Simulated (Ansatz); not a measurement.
# H4NPSi: small, medium and large basis sets

One table from this session's results is given with a row withheld; the runs are named, their logs left out.

Method: one geometry, several basis sets; program: Ansatz 0.2.0, Gaussian basis.

The runs, in order: PBE0-D4/def2-SVP; ωB97M-V/def2-SVP; PBE0-D4/def2-QZVPP; ωB97M-V/def2-QZVPP; the functionals' def2-TZVPP values are taken from earlier runs.

### The relaxed structure

All runs share one geometry, relaxed beforehand with PBE0-D4 in a triple-zeta def2 set.

SMILES `N1[SiH2]P1`, 7 atoms, charge 0, spin multiplicity 1.

Atoms are counted from 1 here; the program's logs count them from 0.

Bond lengths: N1–Si2 1.710 Å, N1–P3 1.775 Å, N1–H4 1.007 Å, Si2–P3 2.191 Å, Si2–H5 1.483 Å, Si2–H6 1.479 Å, P3–H7 1.441 Å. Angles: Si2–N1–P3 77.9°, Si2–N1–H4 134.2°, P3–N1–H4 124.0°, N1–Si2–P3 52.4°, N1–Si2–H5 119.3°, N1–Si2–H6 116.6°, P3–Si2–H5 119.1°, P3–Si2–H6 123.9°, H5–Si2–H6 112.5°, N1–P3–Si2 49.7°, N1–P3–H7 101.2°, Si2–P3–H7 91.3°.

Set-up of the first run:

The input, in.yaml:

```yaml
crystal:
  periodic: [false, false, false]
  atoms:
    - {symbol: N, position_ang: [-0.793014, -0.713144, 0.091478]}
    - {symbol: Si, position_ang: [-0.048347, 0.821659, 0.215425]}
    - {symbol: P, position_ang: [0.837843, -1.134753, 0.649835]}
    - {symbol: H, position_ang: [-1.280249, -1.198874, -0.643264]}
    - {symbol: H, position_ang: [0.352774, 1.536324, -1.019982]}
    - {symbol: H, position_ang: [-0.579495, 1.733940, 1.251205]}
    - {symbol: H, position_ang: [1.571688, -1.113153, -0.590198]}
basis:
  gaussian: {orbitals: def2-SVP}
hamiltonian: {xc: pbe0, dispersion: d4}
output: {orbitals: {seedname: orbitals}}
```

On the command line:

```bash
$ ansatz run in.yaml --threads 2 --pin off --events-out ev --progress --plain --max-ram 4352MiB
```

Steps of the session up to this table: PBE0-D4 in def2-SVP; ωB97M-V in def2-SVP; PBE0-D4 in def2-QZVPP; ωB97M-V in def2-QZVPP.

One of the session's tables, all rows but one given; the rest of the session is left out.

It belongs to the step «Functionals by basis». 

```
functional       basis  HOMO (eV)
   PBE0-D4    def2-SVP      -6.63
   PBE0-D4  def2-TZVPP          ?
   PBE0-D4  def2-QZVPP      -6.74
   ωB97M-V    def2-SVP      -8.71
   ωB97M-V  def2-TZVPP      -8.81
   ωB97M-V  def2-QZVPP      -8.84
```

Q: Estimate the row for PBE0-D4, def2-TZVPP from the others.

**Answer.** HOMO (eV): -6.72. In the column «HOMO (eV)» it lies between PBE0-D4, def2-QZVPP (-6.74) and PBE0-D4, def2-SVP (-6.63).
